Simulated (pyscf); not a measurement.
# Routes from H₂B–F + SiH₄

Candidate steps break at most two bonds and form at most two. Each was searched with GFN2-xTB (tblite) first. Optimised with ωB97X-D3(BJ)/def2-SVP in PySCF. MP2 and CC: frozen core, UHF for open shells. ΔMP2 is the change of the MP2 total energy from the triple- to the quadruple-zeta basis. Energies: CCSD(T)/def2-TZVPP + ΔMP2(QZVPP), kJ/mol, from the separated reactants, singlet surface.

```tsv
products	type	ΔE‡	ΔE	ΔG‡ 298 K	ΔG‡ 900 K	ν‡ (cm⁻¹)
BH₃ + F–SiH₃	four-centre exchange	70.5	+24.1	119.6	202.5	351i
H₂B–SiH₃ + HF	four-centre exchange	218.8	+165.9	256.2	331.7	1114i
```

Row 1: On the product side the descent ends in a complex, 18.2 kJ/mol under the separated species and 55.1 kJ/mol under the saddle at ωB97X-D3(BJ)/def2-TZVP. Row 2: On the product side the descent ends in a complex, 17.3 kJ/mol under the separated species and 55.4 kJ/mol under the saddle at ωB97X-D3(BJ)/def2-TZVP. 

Plain bond fissions and candidates not yet searched are not listed, and one of them may be faster. Each barrier is that of the saddle found; lower ones may exist. The CCSD(T) − MP2 part came from Ansatz, without density fitting, on the same reference.
